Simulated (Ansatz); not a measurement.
**The carbon atom (triplet): wave-function methods side by side, cc-pVQZ**

Aim: climb from Hartree-Fock through coupled cluster and multireference methods for the carbon atom (triplet) at one geometry and basis, and see what each rung misses.

Method: cc-pVQZ, core rule «outside noble gas», up to 1 orbitals frozen; program: Ansatz 0.2.0, Gaussian basis.

Plan: UHF; CCSD(T) on ROHF; CCSD(T) on UHF; BCCD(T) on ROHF; CISD; CCSDT(Q) on ROHF; CCSDT(Q) on UHF; CASSCF and MRCISD+Q, 4 electrons in 4 orbitals; CASSCF and NEVPT4(SD), 4 electrons in 4 orbitals; CASSCF and NEVPT2, 4 electrons in 4 orbitals.

## 1. The atom

A free atom, in its lowest state of this spin that the program finds.

1 atom, charge 0, spin multiplicity 3.

## 2. UHF

File in.yaml:

```yaml
crystal:
  periodic: [false, false, false]
  atoms:
    - {symbol: C, position_ang: [0.000000, 0.000000, 0.000000]}
basis:
  gaussian: {orbitals: cc-pVQZ}
magnetization: {spin_polarized: true, initial_magnetization: 2}
hamiltonian: {xc: hf}
output: {orbitals: {seedname: orbitals}}
```

Run with:

```
> ansatz run in.yaml --threads 1 --pin off --events-out ev --progress --plain --max-ram 2393MiB
```

The runs that follow: CCSD(T) on ROHF; CCSD(T) on UHF; BCCD(T) on ROHF; CISD; CCSDT(Q) on ROHF; CCSDT(Q) on UHF; CASSCF and MRCISD+Q, 4 electrons in 4 orbitals; CASSCF and NEVPT4(SD), 4 electrons in 4 orbitals; CASSCF and NEVPT2, 4 electrons in 4 orbitals.

Before running them: what should the planned runs give, taken together? Wanted: UCCSDT(Q) below the RHF energy; RMP2 from UCCSDT(Q); UMP2 from UCCSDT(Q); RCCSD from UCCSDT(Q); RCCSD(T) from UCCSDT(Q); UCCSD(T) from UCCSDT(Q); RCCSDT(Q) from UCCSDT(Q); NEVPT2 valence from UCCSDT(Q); NEVPT4(SD) valence from UCCSDT(Q).

The runs gave:

```
                         quantity                                                                                         value
   UCCSDT(Q) below the RHF energy                                                                                    -2.6870 eV
              RMP2 from UCCSDT(Q)                                                                                    +590.0 meV
              UMP2 from UCCSDT(Q)                                                                                    +590.0 meV
             RCCSD from UCCSDT(Q)                                                                                     +82.8 meV
          RCCSD(T) from UCCSDT(Q)                                                                                     +15.6 meV
          UCCSD(T) from UCCSDT(Q)                                                                                     +13.7 meV
         RCCSDT(Q) from UCCSDT(Q)                                                                                      +2.0 meV
    NEVPT2 valence from UCCSDT(Q)                                                                                    +406.7 meV
NEVPT4(SD) valence from UCCSDT(Q)                                                                                     +29.0 meV
  MRCISD+Q valence from UCCSDT(Q)                                                                                     -13.1 meV
levels within 1 kcal/mol (43 meV)  RCCSD(T), UCCSD(T), BCCD(T), RCCSDT, UCCSDT, RCCSDT(Q), NEVPT4(SD) valence, MRCISD+Q valence
                    T1 diagnostic                                                                                         0.020
   effectively unpaired electrons                                                                                          2.02
```

RCCSD(T) misses by +15.6 meV, 0.6 % of the correlation energy. One determinant dominates. Of the multireference levels listed MRCISD+Q valence comes nearest in total energy (-13.1 meV), which doesn't show that its space is the better one. These misses are within one basis, not against nature; the frozen cores of restricted and unrestricted runs differ, which can shift their rows.
